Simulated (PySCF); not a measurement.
Numbering as in the mapped SMILES `[CH3:1][CH2:2][S:3]([CH3:4])(=[O:5])=[O:6]`. Hydrogens are named by the atom that carries them.

- shielding tensors at B97-2/pcSseg-2 (GIAO)
- coordinates at the PBE0-D3(BJ)/def2-TZVP level
- program: PySCF 2.14
- gas phase, averaged over atoms made equivalent by symmetry, fast rotation or ring inversion, a single conformation, relativity neglected

List the cross peaks expected in HSQC, COSY and HMBC spectra.

Answers



HSQC (one-bond C–H):
```csv
δH,δC
2.62 (H(C2)),52.6 (C2)
2.38 (H(C4)),38.2 (C4)
1.28 (H(C1)),11.3 (C1)
```

COSY cross peaks (H two or three bonds apart, from the bond graph; peaks can be absent where the dihedral angle is near 90°):
```csv
δH,δH
2.62 (H(C2)),1.28 (H(C1))
```

HMBC (two and three bonds, from the bond graph):
```csv
δH,δC
2.62 (H(C2)),"38.2 (C4), 11.3 (C1)"
2.38 (H(C4)),52.6 (C2)
1.28 (H(C1)),52.6 (C2)
```

Referencing at the same level of theory: TMS for 1H, 13C.

Short H···H contacts in this conformer between protons four or more bonds apart (candidates for NOE cross peaks, intensity ∝ r⁻⁶): H(C1)···H(C4) 2.42 Å, H(C2)···H(C4) 2.73 Å.

Shifts are as computed. Against solution values, carbons near 30 ppm lie about +3 ppm off and those near 130 ppm about +7 ppm. Of 1211 compounds with measured shifts, 218 miss one by over three times the rms of a fit or turn the order of signals round; such compounds aren't used in these exercises.
